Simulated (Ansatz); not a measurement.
Geometry optimisation, RKS PBE-D4/def2-SVP in Ansatz.

The input (input.yaml):

```yaml
crystal:
  periodic: [false, false, false]
  atoms:
    - { symbol: Si, position_ang: [0.0, 0.0, 0.0] }
    - { symbol: O, position_ang: [0.0, 0.0, 2.03] }
    - { symbol: H, position_ang: [-0.9095, -0.2814, 2.3671] }
    - { symbol: H, position_ang: [1.3768, 0.0, -0.4862] }
    - { symbol: H, position_ang: [-0.6877, 1.1914, -0.4862] }
    - { symbol: H, position_ang: [-0.6877, -1.1914, -0.4862] }
    - { symbol: F, position_ang: [0.9864, -1.498, 0.596] }
    - { symbol: H, position_ang: [0.6626, -1.0062, 1.6424] }
basis:
  gaussian: { orbitals: def2-SVP }
hamiltonian:
  xc: pbe
  dispersion: d4
relax:
  f_tol: 0.15
  max_steps: 25
  restrain:
    - { distance: [0, 6], at: 1.59, k: 30.0 }
    - { distance: [7, 1], at: 1.01, k: 30.0 }
    - { distance: [0, 1], at: 2.88, k: 30.0 }
    - { distance: [7, 6], at: 2.12, k: 30.0 }
```

Launched with:

```bash
$ ansatz run input.yaml --threads 1 --pin off --max-ram 2048MiB --backend cpu --events-out ev --progress --plain --runs-dir out
```

**Question.** Where does it end, and by what steps?

**Answer.** It converged. The restraints hold the end off the free minimum. After 15 steps the energy has fallen by 2.116 eV (the restraints' own energy left out); H4 moved furthest, 1.35 Å. Parted: Si1–O2 (2.03 → 2.88 Å). Joined: O2–H8 (1.27 → 0.99 Å).

| step | energy less start (eV) | largest force component (eV/Å) | accepted |
| --- | --- | --- | --- |
| 0 | 0.0000 | 2.779 | yes |
| 1 | 0.2724 | 2.325 | yes |
| 2 | 0.2995 | 2.106 | yes |
| 3 | -0.1849 | 1.991 | yes |
| 4 | -0.8505 | 1.647 | yes |
| 5 | -1.3861 | 1.247 | yes |
| 6 | -1.7207 | 1.347 | yes |
| 7 | -1.8495 | 1.007 | yes |
| 8 | -1.8779 | 1.062 | yes |
| 9 | -1.9326 | 1.299 | yes |
| 10 | -2.0079 | 1.270 | yes |
| 11 | -2.0754 | 0.705 | yes |
| 12 | -2.1042 | 0.653 | yes |
| 13 | -2.0919 | 1.244 | no |
| 14 | -2.1106 | 0.639 | yes |
| 15 | -2.1157 | 0.641 | yes |

```xyz
8
Properties=species:S:1:pos:R:3
Si 0.377 -0.210 -0.383
O -0.556 -0.132 2.341
H -1.139 -0.914 2.381
H 1.016 -0.324 -1.742
H 0.285 1.235 -0.008
H -0.958 -0.890 -0.443
F 1.373 -1.010 0.619
H 0.343 -0.540 2.411
```

The run took 23 s on 1 thread of Arm Neoverse V2, on a shared host, peak memory 0.13 GiB.
